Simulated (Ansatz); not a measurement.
The input, for Ansatz 0.2.0:

```yaml
crystal:
  periodic: [false, false, false]
  atoms:
    - {symbol: Si, position_ang: [0.000000, 0.000000, 0.000000]}
    - {symbol: Si, position_ang: [0.000000, 0.000000, 7.661000]}
basis:
  gaussian: {orbitals: cc-pVDZ}
magnetization: {spin_polarized: true, initial_magnetization: 0}
correlation: {method: ccsdt_q, electrons: outside_noble_gas}
```

```sh
$ ansatz run in.yaml --threads 1 --pin off --events-out ev --progress --plain --max-ram 2393MiB
```

Output:

```
609 factors; integrals over basis functions are off by at most 2.5e-8 eV
mean field evaluation 1: about -15711.7411 eV, gradient 1.2e0 eV
mean field evaluation 2: about -15711.7411 eV, gradient 1.2e0 eV
mean field evaluation 4: about -15711.7598 eV, gradient 2.8e-1 eV
mean field evaluation 8: about -15711.7610 eV, gradient 1.4e-2 eV
mean field evaluation 16: about -15711.7610 eV, gradient 1.1e-5 eV
mean field evaluation 32: about -15720.0220 eV, gradient 6.4e-2 eV
mean field evaluation 64: about -15720.0236 eV, gradient 1.3e-10 eV
mean field evaluation 96: about -15711.7610 eV, gradient 1.4e-2 eV
mean field evaluation 128: about -15719.3098 eV, gradient 6.0e-1 eV
mean field evaluation 160: about -15719.3165 eV, gradient 3.9e-3 eV
...
cycle  15  -3.55997214 eV  change    9.7e-6 eV  update   1.4e-5
cycle  16  -3.55997775 eV  change   -5.6e-6 eV  update   1.2e-5
cycle  17  -3.55997879 eV  change   -1.0e-6 eV  update   2.6e-5
cycle  18  -3.55998004 eV  change   -1.3e-6 eV  update   3.0e-5
cycle  19  -3.55997920 eV  change    8.4e-7 eV  update   5.3e-5
cycle  20  -3.55997871 eV  change    4.9e-7 eV  update   1.1e-4
cycle  21  -3.55997839 eV  change    3.2e-7 eV  update   4.5e-5
cycle  22  -3.55997833 eV  change    6.1e-8 eV  update   5.6e-6
cycle  23  -3.55997840 eV  change   -7.4e-8 eV  update   2.7e-6
cycle  24  -3.55997840 eV  change    3.0e-9 eV  update   9.1e-7
perturbative correction -0.00190840 eV, -0.0000701325 hartree
Total energy: -15723.58548298 eV, -577.8311086704 hartree
```

Ran on 1 thread of Arm Neoverse V1, shared host: 19 s wall, 0.2 GiB peak host memory.
